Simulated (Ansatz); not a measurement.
`B[SiH2]Cl` + NH₃ → `B[SiH2]N` + HCl at 500 K and 1 bar (ligand exchange at the Si–Cl bond).

Gas-phase electronic energies from Ansatz, PBE0-D4/def2-TZVP geometries. CBS: MP2 limit from def2 TZ/QZ plus the TZ coupled-cluster correction, frozen cores. This one scheme is used for every species. Each species was taken in one conformer, which may not be the lowest.

```json
{"species": "`B[SiH2]Cl`", "CCSD(T)/CBS energy (Eh)": "-776.05948", "H − E (kJ/mol)": "134.8", "S (J/(mol·K))": "351.5"}
{"species": "NH₃", "CCSD(T)/CBS energy (Eh)": "-56.50880", "H − E (kJ/mol)": "108.2", "S (J/(mol·K))": "211.8"}
{"species": "`B[SiH2]N`", "CCSD(T)/CBS energy (Eh)": "-372.16627", "H − E (kJ/mol)": "203.7", "S (J/(mol·K))": "360.3"}
{"species": "HCl", "CCSD(T)/CBS energy (Eh)": "-460.38127", "H − E (kJ/mol)": "32.5", "S (J/(mol·K))": "201.9"}
```

H − E and S are ideal-gas, rigid-rotor, harmonic terms from PBE0-D4/def2-TZVP, for one conformer and one mirror image of each species. 1 Eh = 2625.50 kJ/mol, R = 8.31446 J/(mol·K).

Problem. By hand: ΔE, ΔH, ΔS and ΔG.

Solution. ΔE = (-372.16627) + (-460.38127) − (-776.05948) − (-56.50880) = 0.02074 Eh = 54.5 kJ/mol. Δ(H − E) = 203.7 + 32.5 − 134.8 − 108.2 = -6.8, so ΔH = 47.7 kJ/mol. ΔS = 360.3 + 201.9 − 351.5 − 211.8 = -1.1 J/(mol·K). ΔG = 47.7 − 500 × (-1.1)/1000 = 48.2 kJ/mol.

Problem. By hand: the equilibrium constant, and the temperature at which ΔG would vanish if ΔH and ΔS stayed fixed.

Solution. log₁₀ K = −ΔG/(RT ln 10) = -5.0. ΔH and −TΔS have one sign here, so there is no such temperature. One of them is within its doubt of zero, so this could turn.

The number of gas molecules stays the same, so ΔS is small and ΔH decides. A doubt of 5 kJ/mol in ΔE shifts log₁₀ K by 0.5 here. Other conformers and mirror images would add mixing entropy, several J/(mol·K) or more a flexible species. These are equilibria of isolated gas molecules and say nothing of rates. Largest T1 diagnostic: 0.011 (customary marks: 0.02 for closed shells, 0.045 for open ones).
